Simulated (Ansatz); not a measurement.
# CH3N+ (doublet): wave-function methods side by side, def2-QZVPP

One table from this session's results is given with a row withheld; the runs are named, their logs left out.

Method: def2-QZVPP, core rule «outside noble gas», up to 2 orbitals frozen; program: Ansatz 0.2.0, Gaussian basis.

To be run: UHF; ROHF; CCSD(T) on UHF.

2 further runs of the same task are left out: 2 set aside as unsound or not needed.

## The geometry

The geometry is a PBE0/def2-TZVP stationary point (not a proven minimum) of the parent state, kept for this charge and spin.

5 atoms, charge 1, spin multiplicity 2.

Atoms are counted from 1 here; the program's logs count them from 0.

Bond lengths: N1–C2 1.261 Å, N1–H5 1.021 Å, C2–H3 1.092 Å, C2–H4 1.096 Å. Angles: C2–N1–H5 111.0°, N1–C2–H3 118.8°, N1–C2–H4 124.9°, H3–C2–H4 116.2°.

The first run:

in.yaml reads:

```yaml
crystal:
  periodic: [false, false, false]
  atoms:
    - {symbol: N, position_ang: [0.000000, -0.123151, -0.624976]}
    - {symbol: C, position_ang: [0.000000, 0.059956, 0.622305]}
    - {symbol: H, position_ang: [0.000000, -0.809947, 1.281846]}
    - {symbol: H, position_ang: [0.000000, 1.040239, 1.112909]}
    - {symbol: H, position_ang: [0.000000, 0.766609, -1.125303]}
basis:
  gaussian: {orbitals: "def2-QZVPP.json"}
total_charge: 1
magnetization: {spin_polarized: true, initial_magnetization: 1}
hamiltonian: {xc: hf}
output: {orbitals: {seedname: orbitals}}
```

On the command line:

```sh
$ ansatz run in.yaml --threads 1 --pin off --events-out ev --progress --plain --max-ram 2393MiB
```

Among the steps run: UHF; ROHF; CCSD(T) on UHF.

One of the session's tables, all rows but one given; the rest of the session is left out.

```
  method  from UCCSD(T) (kcal/mol)
    ROHF                   +240.11
     UHF                   +234.86
    UMP2                    +28.20
   UCCSD                         ?
UCCSD(T)                         0
```

**Question.** Estimate the row for UCCSD.

The run gave: from UCCSD(T) (kcal/mol): +9.75. In the column «from UCCSD(T) (kcal/mol)» it lies between UCCSD(T) (0) and UMP2 (+28.20).
